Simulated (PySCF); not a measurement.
# Partners of water

Gas-phase complexes of water, each in one structure from a short search with a few starts, optimised by PBE0-D3(BJ)/def2-TZVPD; other ways of binding may lie lower. Energies in kcal/mol, PBE0-D3(BJ)/def2-TZVPD, counterpoise-corrected (PySCF): interaction is complex less parts frozen as they stand in it, binding adds what it costs to deform them. Contacts are written partner···water; electrostatic, Pauli and orbital are terms of the uncorrected same energy, whose rest is dispersion or correlation.

2 other partners are left out, for which the search missed the form known or expected to bind best.

Frequency runs check only 4 of the 7 structures; these show no clear imaginary mode.

Task: Order these partners of water by binding energy, strongest first: selenium difluoride, Na+, bromine, borane, beryllium hydride, formaldehyde, ammonium.

Result: Na+ (-24.5), ammonium (-21.6), beryllium hydride (-19.9), borane (-17.3), selenium difluoride (-7.9), formaldehyde (-5.3), bromine (-4.3).
```csv
partner,contact,distance (Å),binding,interaction,electrostatic,Pauli,orbital
Na+,Na···O,2.21,-24.5,-24.5,-24.9,7.6,-6.9
ammonium,H···O,1.60,-21.6,-22.5,-25.3,19.7,-16.4
beryllium hydride,Be···O,1.67,-19.9,-27.1,-48.8,51.8,-29.8
borane,B···O,1.69,-17.3,-26.4,-53.0,75.9,-48.8
selenium difluoride,Se···O,2.52,-7.9,-8.4,-19.3,21.8,-10.4
formaldehyde,O···H,1.96,-5.3,-5.4,-8.0,6.4,-3.3
bromine,Br···O,2.72,-4.3,-4.4,-9.2,10.5,-5.3
```
